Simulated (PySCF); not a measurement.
Estimate the missing entries of this data sheet.

Species: C5H9F.
Cartesian coordinates in Å at the GFN2-xTB level; atoms count from 1:
```
atom  x, y, z in Å
C1     2.033    0.966   -0.111
C2     1.321   -0.095    0.215
C3     0.320   -0.749   -0.685
C4    -1.077   -0.799   -0.058
C5    -1.604    0.573    0.331
F6    -1.032   -1.596    1.075
H7     2.749    1.403    0.564
H8     1.936    1.440   -1.075
H9     1.431   -0.558    1.186
H10    0.252   -0.218   -1.636
H11    0.638   -1.777   -0.883
H12   -1.776   -1.304   -0.739
H13   -0.910    1.057    1.014
H14   -2.570    0.475    0.820
H15   -1.714    1.189   -0.556
```

```json
{"property": "point group of the GFN2-xTB geometry", "level": "GFN2-xTB", "value": "?"}
{"property": "rotational constants A, B, C of the GFN2-xTB geometry", "level": "GFN2-xTB", "value": "5.888, 2.273, 2.012 GHz"}
{"property": "dipole moment", "level": "PBE0/pcSseg-1", "value": "1.72 D"}
{"property": "HOMO energy", "level": "PBE0/pcSseg-1", "value": "?"}
{"property": "LUMO energy", "level": "PBE0/pcSseg-1", "value": "?"}
{"property": "13C chemical shifts (computed TMS as zero) by class", "level": "GIAO PBE0/pcSseg-1", "value": "142.9 (C2), 125.0 (C1), 91.5 (C4), 46.0 (C3), 21.5 (C5) ppm"}
{"property": "1H chemical shifts (computed TMS as zero) by class", "level": "GIAO PBE0/pcSseg-1", "value": "?"}
{"property": "isotropic shieldings of nuclei other than C and H, by class", "level": "GIAO PBE0/pcSseg-1", "value": "381 (F6) ppm"}
```

Electronic properties: PySCF, gas phase, density fitting. NMR classes are plain means over equivalent atoms (diastereotopic ones count apart unless rotation or inversion swaps them), as if these changed places fast; in this geometry the members of some classes differ.

What is the point group of the GFN2-xTB geometry?

C1.

The LUMO energy?

0.29 eV.

Give the HOMO energy.

-7.59 eV.

What are the 1H chemical shifts (computed TMS as zero) by class?

6.41 (H9), 5.52 (H7), 5.42 (H8), 5.05 (H12), 3.03 (H11), 1.83 (H10), 1.28 (H13/H14/H15) ppm.

The rotational constants make it an asymmetric top with κ = (2B − A − C)/(A − C) = -0.87, nearer the prolate limit (−1). The dipole matches unit charges of opposite sign 0.36 Å apart (1 e·Å = 4.8032 D). A dipole of 1.72 D is allowed in C1, and pure rotational transitions are dipole-allowed. With B = h/(8π²I), that is 505.379 GHz u Å² over I, the principal moments of inertia are 85.8, 222.4 and 251.1 u Å² (most abundant isotopes); the inertial defect Ic − Ia − Ib is -57.1 u Å² (zero for a rigid planar frame, negative otherwise).

One conformer stands for the species.
